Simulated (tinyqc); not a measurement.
Inside a calculation. Method: CCD on RHF in the sto-3g basis, frozen core, for BH2+, spin multiplicity 1. One step of it, computed by the program tinyqc.

Problem. Iteration 8 (converged): orbitals. Diagonalise F' = X^T F X, C = X C', fill 3 alpha and 3 beta electrons from the bottom; D = 2 C_occ C_occ^T. Each column has its largest component positive (the first on a tie).

converged F (hartree):
```
            1B 1s      1B 2s     1B 2px     1B 2py     1B 2pz      2H 1s      3H 1s
1B 1s   -7.932485  -2.304261   0.000000   0.000000   0.010412  -0.474205  -0.474205
1B 2s   -2.304261  -1.430746   0.000000   0.000000  -0.120539  -0.675257  -0.675257
1B 2px   0.000000   0.000000  -0.165658   0.000000   0.000000   0.000000   0.000000
1B 2py   0.000000   0.000000   0.000000  -0.608917   0.000000  -0.477522   0.477522
1B 2pz   0.010412  -0.120539   0.000000   0.000000  -0.231241  -0.225401  -0.225401
2H 1s   -0.474205  -0.675257   0.000000  -0.477522  -0.225401  -0.657359  -0.136828
3H 1s   -0.474205  -0.675257   0.000000   0.477522  -0.225401  -0.136828  -0.657359
```

X:
```
                1          2          3         4          5          6         7
1B 1s   -0.336731   0.000000   0.776067  0.000000  -0.578710   0.000000  0.205929
1B 2s    1.163750   0.000000  -0.325136  0.000000  -0.275261   0.000000  0.461341
1B 2px   0.000000   0.000000   0.000000  1.000000   0.000000   0.000000  0.000000
1B 2py   0.000000   1.080636   0.000000  0.000000   0.000000   0.593840  0.000000
1B 2pz   0.541317   0.000000   0.617843  0.000000   0.673710   0.000000  0.205948
2H 1s   -0.802989  -0.821971  -0.190074  0.000000   0.148959   0.390357  0.360545
3H 1s   -0.802989   0.821971  -0.190074  0.000000   0.148959  -0.390357  0.360545
```

Give: F' = X^T F X; orbital energies; coefficients C; D after iteration 8.

Solution.

F' = X^T F X (hartree):
```
         1       2        3        4        5        6        7
1   0.1243  0.0000   0.6444   0.0000  -0.4440   0.0000   0.1554
2   0.0000  0.2822   0.0000   0.0000   0.0000   0.0066   0.0000
3   0.6444  0.0000  -3.6345   0.0000   3.2876   0.0000  -1.7020
4   0.0000  0.0000   0.0000  -0.1657   0.0000   0.0000   0.0000
5  -0.4440  0.0000   3.2876   0.0000  -3.4190   0.0000   1.8117
6   0.0000  0.0066   0.0000   0.0000   0.0000  -0.8161   0.0000
7   0.1554  0.0000  -1.7020   0.0000   1.8117   0.0000  -1.9741
```

orbital energies (hartree): MO1 -7.9370, MO2 -0.9704, MO3 -0.8162, MO4 -0.2442, MO5 -0.1657, MO6 0.2484, MO7 0.2822

coefficients C:
```
            MO1      MO2      MO3      MO4     MO5      MO6      MO7
1B 1s    0.9922  -0.2349   0.0000   0.1384  0.0000  -0.1848   0.0000
1B 2s    0.0298   0.6780   0.0000  -0.5687  0.0000   0.9821   0.0000
1B 2px   0.0000   0.0000   0.0000   0.0000  1.0000   0.0000   0.0000
1B 2py   0.0000   0.0000   0.5873   0.0000  0.0000   0.0000   1.0842
1B 2pz   0.0012   0.1184   0.0000   0.7957  0.0000   0.7238   0.0000
2H 1s   -0.0052   0.2980   0.3953   0.2361  0.0000  -0.8298  -0.8196
3H 1s   -0.0052   0.2980  -0.3953   0.2361  0.0000  -0.8298   0.8196
```

D after iteration 8:
```
          1B 1s    1B 2s  1B 2px   1B 2py   1B 2pz    2H 1s    3H 1s
1B 1s    2.0794  -0.2594  0.0000   0.0000  -0.0532  -0.1502  -0.1502
1B 2s   -0.2594   0.9213  0.0000   0.0000   0.1606   0.4038   0.4038
1B 2px   0.0000   0.0000  0.0000   0.0000   0.0000   0.0000   0.0000
1B 2py   0.0000   0.0000  0.0000   0.6900   0.0000   0.4643  -0.4643
1B 2pz  -0.0532   0.1606  0.0000   0.0000   0.0280   0.0705   0.0705
2H 1s   -0.1502   0.4038  0.0000   0.4643   0.0705   0.4901  -0.1349
3H 1s   -0.1502   0.4038  0.0000  -0.4643   0.0705  -0.1349   0.4901
```
